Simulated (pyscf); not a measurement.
Single points on ωB97X-D3(BJ)/def2-SVP structures (PySCF, gas phase).

Problem. For the elementary gas-phase step `[CH4]` + `[AlH2][O][SiH3]` -> `[CH3][AlH2]` + `[OH][SiH3]` (singlet surface; C–H, Al–O broken, Al–C, H–O formed), what barrier and reaction energy does ωB97M-D3(BJ)/def2-TZVP give, measured from the separated reactants?

Solution. ΔE‡ = 153.7 kJ/mol, ΔE = +171.9 kJ/mol. Zero-point energy shifts the barrier by -4.5 kJ/mol. It is a four-centre exchange, with an imaginary mode of 1292i cm⁻¹. On the product side the descent ends in an adduct with a Al–O contact, 94.0 kJ/mol under the separated species and 69.2 kJ/mol under the saddle at ωB97X-D3(BJ)/def2-TZVP. At ωB97M-D3(BJ) the saddle lies under the separated products, which points to a path from their complex (located at ωB97X-D3(BJ) alone), and parting the products costs more than the saddle. What is counted as broken (Al–O) persists as a longer contact in the product adduct; parting that adduct is a step of its own. At the saddle there is also a short Al–H contact that neither side keeps. This is the saddle that the search found; another between the same sides may lie lower.
